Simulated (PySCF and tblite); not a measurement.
The numbers below are computed, except where a source is named.
C4H6O, numbered as in [O:1]=[CH:2][CH:3]1[CH2:4][CH2:5]1.

Search: ETKDG and KDG, MMFF94s, GFN2-xTB, 90 starts; geometries at PBE0-D3(BJ)/def2-SVP. Weights use B3LYP-D3(BJ)/def2-TZVP (IEF-PCM, chloroform) energies plus GFN2-xTB zero-point and thermal terms (modes under about 100 cm⁻¹ blended into free rotors). Symmetry numbers and mirror images are counted. Conformers within 3 kcal/mol (GFN2-xTB free energy) were kept, 8 at most. Of two unlike H on one atom, a is the less shielded (WP04/pcSseg-1 (IEF-PCM, chloroform)). Programs: PySCF with density fitting and tblite.

An NOE distance is ⟨r⁻⁶⟩^(−1/6) over all pairs of like atoms and, for the average, over conformers.

Torsions listed: O1–C2–C3–C4.

```
conformer  shape  weight %
        1   147°      75.6
        2   -33°      24.4
```

Task: Which H–H contacts under 3.5 Å would NOEs report (pairs on one atom left out) at 298.15 K?

Result: 
```
          pair  in 1 (Å)  in 2 (Å)  average (Å)
H3 ··· H4a/H5a      2.53      2.53         2.53
H2 ··· H4b/H5b      2.51      3.68         2.61
     H2 ··· H3      3.13      2.44         2.83
H3 ··· H4b/H5b      3.13      3.11         3.13
```

Longer pairs under the limit may be missing.

Task: In a model where alignment follows shape alone (order matrix 0.002 × (3G/tr G − 1)/2, G the second moments of the atom positions; splitting J + 2D), what are the one-bond C–H dipolar couplings D?

Result: H2 4.0 Hz (7.1 in conformer 1), H3 7.6 Hz (7.8 in conformer 1), H4b/H5b 6.3 Hz (6.5 in conformer 1), H4a/H5a -2.3 Hz (-2.2 in conformer 1).
